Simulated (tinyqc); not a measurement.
Worked calculation: extended Hueckel theory, for BH3. Computed by tinyqc, a small Python program that keeps every step (integrals from PySCF). Settings: charge = 0, K = 2.0, weighted = 1, multiplicity = 1. Command: `OMP_NUM_THREADS=1 python tinyqc.py 27884 27885 out.jsonl` (the two numbers bound the seeds that draw the settings). One thread of a shared host (Intel(R) Xeon(R) Processor @ 2.60GHz), about 0.01 s of CPU time with the checks.

## Overlaps

Geometry (angstrom):

| atom | x | y | z |
|---|---|---|---|
| B | 0.000000 | 0.000000 | 0.041000 |
| H | 1.172000 | 0.000000 | 0.000000 |
| H | -0.586000 | 1.015000 | 0.000000 |
| H | -0.586000 | -1.015000 | 0.000000 |

Parameters chosen for this run:

| element | shell | Slater exponent | H_ii (eV) |
|---|---|---|---|
| B | 2s | 1.300000 | -15.200000 |
| B | 2p | 1.300000 | -8.500000 |
| H | 1s | 1.300000 | -13.600000 |

Slater orbitals, each expanded in six Gaussians scaled to its exponent.

overlap S, lower triangle:
```
           1B 2s     1B 2px     1B 2py     1B 2pz     2H 1s     3H 1s     4H 1s
1B 2s   1.000000
1B 2px  0.000000   1.000000
1B 2py  0.000000   0.000000   1.000000
1B 2pz  0.000000   0.000000   0.000000   1.000000
2H 1s   0.496685   0.536695   0.000000  -0.018775  1.000000
3H 1s   0.496678  -0.268342   0.464790  -0.018775  0.097448  1.000000
4H 1s   0.496678  -0.268342  -0.464790  -0.018775  0.097448  0.097443  1.000000
```

## Wolfsberg-Helmholz matrix

diagonal H_ii (eV): 1B 2s -15.200000, 1B 2px -8.500000, 1B 2py -8.500000, 1B 2pz -8.500000, 2H 1s -13.600000, 3H 1s -13.600000, 4H 1s -13.600000

K = 2.000000

H_ij = K' S_ij (H_ii + H_jj)/2 for i != j (the diagonal keeps H_ii), with K' = K + D^2 + D^4 (1 - K), D = (H_ii - H_jj)/(H_ii + H_jj), K = 2.

H (eV), lower triangle:
```
             1B 2s      1B 2px      1B 2py     1B 2pz       2H 1s       3H 1s       4H 1s
1B 2s   -15.200000
1B 2px    0.000000   -8.500000
1B 2py    0.000000    0.000000   -8.500000
1B 2pz    0.000000    0.000000    0.000000  -8.500000
2H 1s   -14.326535  -12.159960    0.000000   0.425391  -13.600000
3H 1s   -14.326323    6.079848  -10.530795   0.425382   -2.650576  -13.600000
4H 1s   -14.326323    6.079848   10.530795   0.425382   -2.650576   -2.650452  -13.600000
```

## Orbitals

valence electrons = 6

Solve H C = S C e through S^(-1/2); fill by pairs from the bottom, a degenerate level sharing its electrons equally; each orbital has its largest coefficient positive (the first on a tie).

orbital energies (eV): -21.386541  -15.554686  -15.554644  -8.505725  17.588982  17.589126  33.921718

occupations: 2.000000  2.000000  2.000000  0.000000  0.000000  0.000000  0.000000

coefficients:
```
              MO1        MO2        MO3        MO4        MO5        MO6        MO7
1B 2s    0.515003   0.000000  -0.000003   0.032492   0.000000  -0.000082   1.537755
1B 2px   0.000001   0.000000   0.445106   0.000000   0.000000   1.311556   0.000097
1B 2py   0.000000   0.445103   0.000000   0.000000   1.311558   0.000000   0.000000
1B 2pz  -0.001592   0.000000   0.000000   0.999323   0.000000   0.000003  -0.060674
2H 1s    0.286718   0.000000   0.549176  -0.007177   0.000000  -1.056057  -0.807756
3H 1s    0.286714   0.475603  -0.274592  -0.007177  -0.914607   0.528095  -0.807638
4H 1s    0.286714  -0.475603  -0.274592  -0.007177   0.914607   0.528095  -0.807638
```

sum of one-electron energies = -104.991743 eV

Within a degenerate level the vectors are fixed only up to a rotation; this is one choice.

## Mulliken analysis

P = C n C^T; charge = valence electrons (B 3, H 1) minus the sum of (P S)_ii on the atom; overlap population = 2 sum P_ij S_ij between two atoms.

charges: 1B 0.449837, 2H -0.149944, 3H -0.149947, 4H -0.149947

Overlap populations:

| pair | value |
|---|---|
| 2-1 | 0.818157 |
| 3-1 | 0.818150 |
| 3-2 | -0.026737 |
| 4-1 | 0.818150 |
| 4-2 | -0.026737 |
| 4-3 | -0.026735 |
